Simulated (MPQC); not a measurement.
**HS (SMILES [SH]), run twice**

Wanted: energy and forces of HS, RO-mPWPW91(MPQC)/6-311G.

The calculation is run with MPQC 2.3.1.

### 1 Starting point

HS: 2 atoms, total charge 0, spin state doublet. As SMILES, `[SH]`. Geometry: relaxed at GFN2-xTB.

Bond lengths: S1–H2 1.330 Å.

### 2 The input as first written

Contents of job.in:

```
% HS
molecule<Molecule>: (
   symmetry = c1
   unit = angstrom
   { atoms geometry } = {
      S  [ 0.568010    -0.185670     0.292090 ]
      H  [ -0.568010     0.185670    -0.292090 ]
   }
)
basis<GaussianBasisSet>: (
   name = "6-311G"
   molecule = $:molecule
)
mpqc: (
   checkpoint = no
   savestate = no
   restart = no
   do_energy = yes
   do_gradient = yes
   optimize = no
   mole<DFT>: (
      molecule = $:molecule
      basis = $:basis
      total_charge = 0
      multiplicity = 2
      memory = 1000000000
      print_evals = yes
      print_npa = yes
      maxiter = 50
      functional<StdDenFunctional>: ( name = "mPWPW91" )
      integrator<RadialAngularIntegrator>: ( grid = fine )
      guess_wavefunction<HSOSHF>: (
         molecule = $:molecule
         total_charge = 0
         multiplicity = 2
         memory = 1000000000
         value_accuracy = 1e-3
         basis<GaussianBasisSet>: (
            name = "3-21G"
            molecule = $:molecule
         )
      )
   )
)
```

On the command line:

```bash
$ mpqc job.in > job.out
```

What it wrote:

```text
MPQC: Massively Parallel Quantum Chemistry
                                   Version 2.3.1

  Using IntegralV3 by default for molecular integrals evaluation

ClassDesc::load_class looking for "./classes"
ClassDesc::load_class("DFT"): load failed
Either "DFT" is an invalid class name or the code
for "DFT" was not linked into the executable.
Signal: Segmentation fault (11)
```

It took 0.08 s on 1 thread of Arm Neoverse N1, shared host.

### 3 What went wrong

The input was rejected.

The log says `Either "DFT" is an invalid class name or the code`. The cause is that the input text is malformed or holds a word that the program doesn't know.

### 4 Second attempt

Contents of mol.in:

```
% HS
molecule<Molecule>: (
  symmetry = c1
  unit = angstrom
  { atoms geometry } = {
    S  [ 0.568010    -0.185670     0.292090 ]
    H  [ -0.568010     0.185670    -0.292090 ]
  }
)
basis<GaussianBasisSet>: (
  name = "6-311G"
  molecule = $:molecule
)
mpqc: (
  checkpoint = no
  savestate = no
  restart = no
  do_energy = yes
  do_gradient = yes
  optimize = no
  mole<HSOSKS>: (
    molecule = $:molecule
    basis = $:basis
    total_charge = 0
    multiplicity = 2
    memory = 1000000000
    print_evals = yes
    print_npa = yes
    maxiter = 80
    functional<StdDenFunctional>: ( name = "mPWPW91" )
    integrator<RadialAngularIntegrator>: ( grid = fine )
    guess_wavefunction<HSOSHF>: (
      molecule = $:molecule
      total_charge = 0
      multiplicity = 2
      memory = 1000000000
      value_accuracy = 1e-3
      basis<GaussianBasisSet>: (
        name = "3-21G"
        molecule = $:molecule
      )
    )
  )
)
```

On the command line:

```bash
$ mpqc mol.in > mol.out
```

What it wrote:

```text
MPQC: Massively Parallel Quantum Chemistry
[...]
  Integrated electron density error = 0.000001215241
  iter     1 energy = -398.4885087795 delta = 2.11780e-01
  Integrated electron density error = -0.000001737378
  iter     2 energy = -398.8579890790 delta = 5.00721e-02
[...]
  Integrated electron density error = 0.000000018326
  iter    14 energy = -398.8675078411 delta = 8.90387e-08
  Integrated electron density error = 0.000000018327
  iter    15 energy = -398.8675078411 delta = 3.85423e-08
  Integrated electron density error = 0.000000018328
  iter    16 energy = -398.8675078411 delta = 1.60733e-08
[...]
  LUMO is    10   A =  -0.007919
  total scf energy = -398.8675078411
[...]
  Integrated electron density error = 0.000000017668
  Total Gradient:
[...]
Value of the MolecularEnergy: -398.8675078411
  Gradient of the MolecularEnergy:
      1   -0.0285003773
      2    0.0093166708
      3   -0.0146560132
      4    0.0285003773
      5   -0.0093166708
      6    0.0146560132
  Restricted Open Shell Kohn-Sham (HSOSKS) Parameters:
    Function Parameters:
      value_accuracy    = 8.013043e-09 (1.000000e-08) (computed)
      gradient_accuracy = 8.013043e-07 (1.000000e-06) (computed)
      hessian_accuracy  = 0.000000e+00 (1.000000e-04)
[...]
        symmetry = c1
[...]
        nbasis = 24
[...]
```

Run time: 3.6 s. Hardware: 1 thread of Arm Neoverse N1, shared host.

### 5 What came out

At RO-mPWPW91(MPQC)/6-311G:

```
                quantity          value
            total energy  -398.86751 Eh
largest force on an atom     1.716 eV/Å
```

**Reading.** The largest force is 1.72 eV/Å: the shape isn't a stationary point for this species at this level.
